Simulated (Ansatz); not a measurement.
Input file:

```yaml
crystal:
  periodic: [false, false, false]
  atoms:
    - {symbol: As, position_ang: [0.005402, -0.009066, -0.019215]}
    - {symbol: H, position_ang: [1.441514, 0.004697, 0.402907]}
    - {symbol: H, position_ang: [-1.139964, 1.929522, 0.628598]}
    - {symbol: H, position_ang: [-0.703123, -1.260360, 0.396777]}
basis:
  gaussian: {orbitals: cc-pVDZ}
total_charge: 1
magnetization: {spin_polarized: false, initial_magnetization: 1}
correlation: {method: sc_nevpt2, electrons: outside_noble_gas, active_space: {window: {electrons: 7, orbitals: 7}, shells: [{species: As, l: s, shell: 4}, {species: As, l: p, shell: 4}, {species: H, l: s, shell: 1}]}}
```

```sh
$ ansatz run in.yaml --threads 1 --pin off --events-out ev --progress --plain --max-ram 2816MiB --backend cpu
```

The program prints:

```
803 factors; integrals over basis functions are off by at most 2.5e-7 eV
mean field evaluation 1: about -60829.6740 eV, gradient 9.6e0 eV
mean field evaluation 2: about -60829.6842 eV, gradient 9.7e0 eV
mean field evaluation 4: about -60830.4134 eV, gradient 1.2e0 eV
mean field evaluation 8: about -60830.4421 eV, gradient 3.6e-2 eV
mean field -60830.44212043 eV, -2235.4775155712 hartree, gradient 2.5e-6 eV, S^2 0.750000; 0 other end points of the search recorded, 0 dependent functions left out
reference -60830.44212043 eV, -2235.4775155712 hartree; 18, 17 occupied and 24, 25 virtual orbitals, 803 factors
state -60832.54866795 eV, -2235.5549297649 hartree
state -60832.54866795 eV, -2235.5549297649 hartree; corrected -60833.97950626 eV, -2235.6075121029 hartree
Total energy: -60833.97950626 eV, -2235.6075121029 hartree
Checks for a lower state left out: starts, orbital_swaps
```

Natural occupations: 1.9830 1.9663 1.8281 0.9981 0.1721 0.0293 0.0232.

For the same geometry and basis full CI lies 511.6 meV lower.

Ran on 1 thread of AMD EPYC 7R13, shared host: 1.8 s wall, 0.16 GiB peak host memory.
